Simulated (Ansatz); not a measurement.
Frontier orbitals of C₄H₄O₂ (`C#CCC(=O)O`).

```xyz
10

C    -1.033   -2.123   -0.871
C    -0.812   -1.025   -0.447
C    -0.568    0.307    0.064
C     0.892    0.620    0.305
O     1.821   -0.107    0.117
O     1.015    1.873    0.778
H    -1.218   -3.102   -1.247
H    -0.958    1.065   -0.623
H    -1.099    0.465    1.008
H     1.960    2.026    0.916
```

Charge 0, multiplicity 1. The structure was optimised at the PBE0-D4/def2-TZVP level. It is one conformer, not always the lowest. Basis def2-TZVPP, the Gaussian-basis code of Ansatz.

```csv
functional,HOMO (eV),LUMO (eV),gap (eV)
PBE,-6.64,-1.14,5.50
BLYP,-6.54,-1.05,5.49
PBE0,-8.01,0.02,8.03
r2SCANh,-7.45,-0.44,7.01
r2SCAN0,-8.17,0.19,8.36
LC-ωPBE,-10.85,2.50,13.35
ωB97M-V,-10.30,2.30,12.60
```

Against PBE, PBE0 changes HOMO and LUMO by −1.37 and +1.16 eV, ωB97M-V by −3.66 and +3.45 eV. A gap of 5.50 eV thus becomes 12.61 eV for the same molecule, so an orbital gap means little without its functional. A positive LUMO is unbound and depends on the basis.

LC-ωPBE has ω = 0.4 bohr⁻¹.
